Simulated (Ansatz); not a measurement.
Input file:

```yaml
crystal:
  periodic: [false, false, false]
  atoms:
    - {symbol: C, position_ang: [0.000000, 0.000000, 1.134195]}
    - {symbol: Si, position_ang: [0.000000, 0.000000, -0.550583]}
    - {symbol: Si, position_ang: [0.000000, 0.000000, -2.792583]}
    - {symbol: H, position_ang: [0.000000, 0.000000, 2.208970]}
basis:
  gaussian: {orbitals: 6-31G}
magnetization: {spin_polarized: false, initial_magnetization: 3}
correlation: {method: sc_nevpt2, electrons: outside_noble_gas, active_space: {window: {electrons: 40, orbitals: 30}}}
scf: {lower_state_search: off}
```

```sh
$ ansatz run in.yaml --threads 1 --pin off --events-out ev --progress --plain --max-ram 2393MiB
```

Q: One thing in this input was set wrong on purpose, beside settings that are merely unusual. What is the gravest fault, and what does the program do?

A: Impossible active window. How the run ends: stopped by an error.
```
these checks for a lower state are left out or cut short: stability, starts, cluster_reference, orbital_swaps, neighbouring_geometries, increment
439 factors; integrals over basis functions are off by at most 2.3e-4 eV
mean field evaluation 1: about -16761.4289 eV, gradient 1.5e1 eV
mean field evaluation 2: about -16761.4326 eV, gradient 1.5e1 eV
mean field evaluation 4: about -16762.4436 eV, gradient 3.9e0 eV
mean field evaluation 8: about -16762.5757 eV, gradient 1.7e-1 eV
mean field -16762.57675270 eV, -616.0133335793 hartree, gradient 8.3e-6 eV, S^2 3.750000; 0 other end points of the search recorded, 0 dependent functions left out
reference -16762.57675270 eV, -616.0133335793 hartree; 19, 16 occupied and 18, 21 virtual orbitals, 439 factors
Error: 40 electrons in 30 orbitals form no window around the highest filled level of the reference
```
